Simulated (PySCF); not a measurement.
These 2 structures share the formula C4H10OS. Level of theory: PBE0-D3(BJ)/def2-SVP geometry optimisation, gas phase in PySCF. One conformer each; no zero-point energy, no entropy. No frequencies were run at this level. Point groups hold within 0.08 Å.

Question: Order them by energy at this level, lowest first, and give relative energies in kcal/mol.
A. `[CH3:1][CH2:2][S:3](=[O:4])[CH2:5][CH3:6]` with C1–C2–S3–O4 -62°, C2–S3–C5–C6 170°
B. `[CH3:1][CH:2]([CH3:3])[S@:4]([CH3:5])=[O:6]` with C1–C2–S4–C5 -75°

Answer: B (0.0), A (0.1).

Neighbours under 2.5 kcal/mol apart (CC(C)[S@](C)=O and CCS(=O)CC) can change places with a better method, another conformer or zero-point energy.

| SMILES | E (Eh) | E rel (kcal/mol) | dipole (D) | point group | A, B, C (MHz) |
| --- | --- | --- | --- | --- | --- |
| CC(C)[S@](C)=O | -631.11587 | 0.0 | 3.97 | C1 | 3908, 2480, 1709 |
| CCS(=O)CC | -631.11579 | 0.1 | 3.75 | Cs | 6426, 1714, 1482 |

How do the relative energies change in single points at PBE0/pcSseg-1 (no added dispersion term) on the same geometries?

```
        SMILES  PBE0-D3(BJ)/def2-SVP (kcal/mol)  PBE0/pcSseg-1 (kcal/mol)  shift
CC(C)[S@](C)=O                              0.0                       0.0    0.0
     CCS(=O)CC                              0.1                       0.0   -0.1
```

Each column counts from its own lowest isomer. The order is unchanged; the largest shift is 0.1 kcal/mol.

As an exercise, what shares would exp(−E/RT) give at 2000 K from these electronic energies alone (no entropy, no degeneracies)?

RT = 3.974 kcal/mol: CC(C)[S@](C)=O 50.3 %, CCS(=O)CC 49.7 %.
